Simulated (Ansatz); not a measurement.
Reaction (isomerisation): `C=C(N)OCF` → `CC(O)(F)C=N`

Calculated with Ansatz (gas phase, PBE0-D4/def2-TZVP geometries, no zero-point term in ΔE). CCSD(T)/CBS is the MP2 limit (def2-TZVPP, def2-QZVPP) plus CCSD(T) − MP2 in def2-TZVPP, frozen cores. Functionals use def2-TZVPP. Each species was taken in one conformer, which may not be the lowest.

`C=C(N)OCF`:

Cartesian coordinates in Å:
```
C 0.042 0.490 1.706
C -0.244 0.400 0.412
N -1.487 0.173 -0.160
O 0.749 0.517 -0.532
C 1.026 -0.620 -1.269
F 1.820 -1.474 -0.545
H 1.071 0.531 2.027
H -0.744 0.516 2.449
H -1.700 0.803 -0.921
H -2.239 0.124 0.510
H 0.115 -1.163 -1.531
H 1.590 -0.298 -2.146
```

`CC(O)(F)C=N`:

Z-matrix (Å, degrees):
```
C
C 1 1.505
H 1 1.090 2 110.1
H 1 1.091 2 108.9 3 119.4
H 1 1.090 2 110.0 3 -120.5
O 2 1.381 1 108.5 3 -64.7
F 2 1.389 1 108.5 3 177.0
C 2 1.518 1 112.8 3 58.0
H 6 0.964 2 108.9 1 174.0
N 8 1.258 2 126.8 1 119.3
H 8 1.094 2 113.9 1 -62.2
H 10 1.023 8 109.9 2 -1.6
```

| level | ΔE (kJ/mol) |
| --- | --- |
| PBE | -41.9 |
| r2SCAN | -46.3 |
| MP2/def2-TZVPP | -54.5 |
| CCSD/def2-TZVPP | -55.6 |

Question: What does CCSD(T)/CBS give? (An estimate is asked.)

Answer: Computed: -55.7 kJ/mol. The listed levels differ from it by 13.8, 9.4, 1.2, 0.1 kJ/mol.

Largest T1 diagnostic among the species: 0.012.

In def2-TZVPP, CCSD(T) changes the Hartree–Fock value by −11.0 kJ/mol (the triples alone add −1.0 kJ/mol) and MP2 by −8.8 kJ/mol.

CCSD(T)/CBS has its own doubt, a few kJ/mol and more with outer-core shells, so smaller differences from it don't rank the levels.
